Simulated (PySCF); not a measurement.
Broadened absorption spectrum of [C4H10OP]+

Compound: C₄H₁₀OP (charge +1).
Atom-mapped SMILES: `[CH2:1]1[CH2:2][PH2+:3][CH2:4][CH2:5][O:6]1` (hydrogens: H7, H8 on C1; H9, H10 on C2; H11, H12 on P3; H13, H14 on C4; H15, H16 on C5)

Computed with PySCF 2.14.0, density-fitted response routines, TDDFT B3LYP/def2-SVPD, vertical, gas phase, core orbitals frozen in the response. Geometry: GFN2-xTB, one conformer, isolated ion.

Computed states:

```tsv
state	E (eV)	f
S1	6.29	0.0000
S2	6.46	0.0011
S3	6.71	0.012
S4	7.22	0.0004
S5	7.57	0.012
S6	7.73	0.012
S7	7.94	0.0038
S8	8.05	0.030
```

Broadening: Gaussians 0.3 eV wide at half height, area fixed by f = 4.319×10⁻⁹ ∫ε dν̃. The width is an assumption, not a result. The curve ends short of the highest state used, and states not computed would add to its high-energy end.

Task: Give the broadened spectrum and its maxima.

Result: 
λ (nm), ε (L mol⁻¹ cm⁻¹) and a bar:
```
    166.4        809 #######################
    167.7        469 #############
    169.0        242 #######
    170.3        123 ###
    171.6         70 ##
    172.9         48 #
    174.3         37 #
    175.6         41 #
    176.9         72 ##
    178.2        153 ####
    179.5        302 #########
    180.8        517 ###############
    182.1        759 #####################
    183.5        974 ############################
    184.8       1063 ##############################
    186.1       1018 #############################
    187.4        867 ########################
    188.7        667 ###################
    190.0        476 #############
    191.4        314 #########
    192.7        210 ######
    194.0        140 ####
    195.3         92 ###
    196.6         59 ##
    197.9         36 #
    199.3         20 #
    200.6         10 
    201.9          5 
    203.2          2 
    204.5          1 
    205.8          0 
    207.1          0 
    208.5          0 
    209.8          0 
    211.1          0 
    212.4          0
```

Maxima: 185 nm (6.70 eV), ε about 1100, made up of S3 (98%) (ε in L mol⁻¹ cm⁻¹; maxima over ε = 5, shares over 10%). At its high-energy end, 7.45 eV, the curve is still rising (ε about 800, from S5 and S6).

Task: Coming from long wavelengths, where does ε first pass 100 L mol⁻¹ cm⁻¹?

Result: At about 195 nm (6.36 eV), 0.07 eV above S1.

Task: On this curve, what absorbance would a 10⁻⁵ mol/L sample give at 193 nm over a 1 cm path?

Result: 193 nm is 6.424 eV, where ε is about 190 L mol⁻¹ cm⁻¹, so A = ε c l ≈ 0.0019 (Beer–Lambert, with the gas-phase spectrum and the assumed width).

Task: What would ε be at 6.70 eV, the highest of these maxima, with half the width (0.15 eV)?

Result: About 2090 L mol⁻¹ cm⁻¹ against 1060, a factor of about 1.96; a lone state at its own centre would give exactly 2.

Rough CPU time on one thread of a shared machine: about 70 s.
